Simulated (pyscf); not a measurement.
This saddle point was located with ωB97X-D3(BJ)/def2-SVP in PySCF.

```
V
O 1 1.6336
H 2 1.1420 1 78.09
H 3 1.2343 2 129.73 1 0.02
F 1 1.7145 2 120.09 3 179.80
F 1 1.7153 2 107.49 3 75.97
F 1 1.7154 2 107.43 3 -76.02
```
Charge 0, spin multiplicity 1.

Surface: singlet, charge 0. Lowest wavenumbers (cm⁻¹): 1427i, 159, 264, 292, 300.

Q: Which two sides does it connect, and which bonds change?

A: O=V(F)(F)–F + H₂ ⇌ HO–VH(F)(F)–F, an addition across a multiple bond or ene-type step read from left to right: H–H broken and H–O, H–V formed. At ωB97M-D3(BJ)/def2-TZVP it lies +47.2 kcal/mol from the left side and +25.2 kcal/mol from the right (each side as separated species at their lowest minima found). On the product side the descent ends in a point that may be a rotor saddle (no frequency run), 4.1 kcal/mol over the lowest minimum found and 20.6 kcal/mol under the saddle at ωB97X-D3(BJ)/def2-TZVP. At the saddle there is also a short H–V contact that neither side keeps. The same reactants have a lower exit, to O=VH(F)–F + HF (barrier +37.2 kcal/mol at ωB97M-D3(BJ)/def2-TZVP, against +47.2 kcal/mol here). This is the saddle that the search found; another between the same sides may lie lower.
